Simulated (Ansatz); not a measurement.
**CHN, singlet: the ladder up to RCCSDTQ**

Geometry: MP2(full)/6-31G*, from the G2/97 set.

```xyz
3

C     0.0000    0.0000    0.0357
N     0.0000    0.0000   -1.1405
H     0.0000    0.0000    1.1047
```

Basis cc-pVDZ; Ansatz 0.2.0. Only valence electrons are correlated (noble-gas cores frozen), which leaves 10 electrons in 31 orbitals. R marks a restricted (for open shells ROHF) determinant.

Full CI isn't at hand for all of this; RCCSDTQ serves as the reference, and is uncertain by about the last step of the cluster series.

The UHF ⟨S²⟩ is 0.000, the T1 diagnostic (RCCSD) is 0.0143 and the largest doubles amplitude (RCCSD) is 0.106.

```tsv
level	E − E(RCCSDTQ) (kJ/mol)	share of correlation (%)	wall time
RHF	817.1	0.00	–
RMP2	57.4	92.98	–
RCCSD	36.8	95.50	–
RCCSD(T)	4.0	99.51	0.3 s
RCCSDT	3.5	99.57	–
RCCSDT(Q)	-0.6	100.08	2 s
```

The correlation energy at RCCSDTQ, counted from RHF, is -8.469 eV. That run took 3.7 s on 5 threads of AMD EPYC 7R13 with a whole H100 80 GB, shared host.

Times hold each run's SCF and search for its determinant on a shared host, so for small cases they say little of a method's own cost; they ran on 1 thread of AMD EPYC 7R13.

Atomization energy (electronic, same basis, no zero-point term; atoms at the same level, unrestricted beside the R rows where the molecule is a closed shell, with restricted open-shell steps beyond CCSDT(Q)) at RCCSDTQ: 1187.5 kJ/mol. Errors of other levels:

```
    level  error (kJ/mol)
      RHF          -392.6
     RMP2            45.6
    RCCSD           -31.4
 RCCSD(T)            -2.7
   RCCSDT            -3.4
RCCSDT(Q)             0.6
```

This basis is far from its limit, so the value isn't to be set against a measured one.
